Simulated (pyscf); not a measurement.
**Four-centre exchange: formic acid (O=CH–OH) + silane (SiH₄) → water (H₂O) + O=CH–SiH₃**

Gas phase, singlet surface, charge 0. Bonds broken: O1–C2, Si6–H7. Bonds formed: O1–H7, C2–Si6. Single points on ωB97X-D3(BJ)/def2-SVP structures (PySCF, gas phase). Correlated levels are frozen-core, on RHF or UHF. ΔMP2 is the change of the MP2 total energy from the triple- to the quadruple-zeta basis.

Transition state (Å):

```xyz
10

O     -2.3113    -0.7121    -0.5664
C     -1.3163    -0.6581     0.7306
O     -0.6903    -1.6363     0.9724
H     -2.0347    -1.5134    -1.0464
H     -1.8292     0.0523     1.3999
Si     0.1993     0.9869    -0.4003
H     -1.5012     0.0656    -0.8074
H      0.0731     2.2104    -1.2668
H      0.6300     1.4767     0.9505
H      1.3172     0.1476    -0.9441
```

One imaginary mode, 1457i cm⁻¹; descent along it reached the two sides named, in the forms told below.

```csv
bond,change,reactant side (Å),saddle,product side
O1–C2,breaks,1.332,1.636,2.9
Si6–H7,breaks,1.495,1.976,3.1
O1–H7,forms,2.9,1.149,0.965
C2–Si6,forms,3.8,2.506,1.929
```

Electronic energies relative to the separated reactants (kcal/mol):

| level | barrier | reaction energy | reverse barrier |
|---|---|---|---|
| ωB97X-D3(BJ)/def2-TZVP | 76.6 | +16.6 | 60.0 |
| PBE/def2-TZVP | 62.1 | +18.3 | 43.8 |
| r²SCAN/def2-TZVP | 67.2 | +19.2 | 47.9 |
| B3LYP-D3(BJ)/def2-TZVP | 72.3 | +17.1 | 55.2 |
| PBE0-D3(BJ)/def2-TZVP | 69.3 | +17.9 | 51.4 |
| M06-2X/def2-TZVP | 76.5 | +17.3 | 59.2 |
| ωB97M-D3(BJ)/def2-TZVP | 76.0 | +17.0 | 59.0 |
| HF/def2-TZVP | 107.2 | +19.8 | 87.4 |
| MP2/def2-QZVPP | 74.2 | +14.1 | 60.1 |
| CCSD/def2-TZVPP | 83.0 | +15.1 | 67.9 |
| CCSD(T)/def2-TZVPP | 77.1 | +15.1 | 62.0 |
| CCSD(T)/def2-TZVPP + ΔMP2(QZVPP) | 76.6 | +13.8 | 62.8 |

With CCSD(T)/def2-TZVPP + ΔMP2(QZVPP) energies and thermal terms (ideal gas, 1 atm, RRHO with modes under 100 cm⁻¹ raised to 100, one conformer, R ln 2 for chiral ones without a mode under 150 cm⁻¹), in kcal/mol:

| T (K) | ΔH‡ | ΔG‡ | ΔH | ΔG |
|---|---|---|---|---|
| 298 | 74.7 | 83.7 | +13.7 | +12.1 |
| 600 | 75.7 | 92.5 | +14.6 | +10.1 |
| 900 | 76.7 | 100.7 | +14.9 | +7.8 |
| 1200 | 77.6 | 108.5 | +14.9 | +5.5 |

On the product side the descent ends in a complex (not fully relaxed), 5.4 kcal/mol under the separated species and 65.4 kcal/mol under the saddle at ωB97X-D3(BJ)/def2-TZVP. The same reactants have a lower exit, to O=CH–O–SiH₃ + H₂ (barrier +30.1 kcal/mol at ωB97M-D3(BJ)/def2-TZVP, against +76.0 kcal/mol here). O=CH–SiH₃ lies 9.9 kcal/mol over its isomer H₃C–O–SiH: [singlet] (electronic energy, ωB97M-D3(BJ)/def2-TZVP). One saddle was located; it need not be the lowest between these sides. The CCSD(T) − MP2 part came from Ansatz, without density fitting, on the same reference.
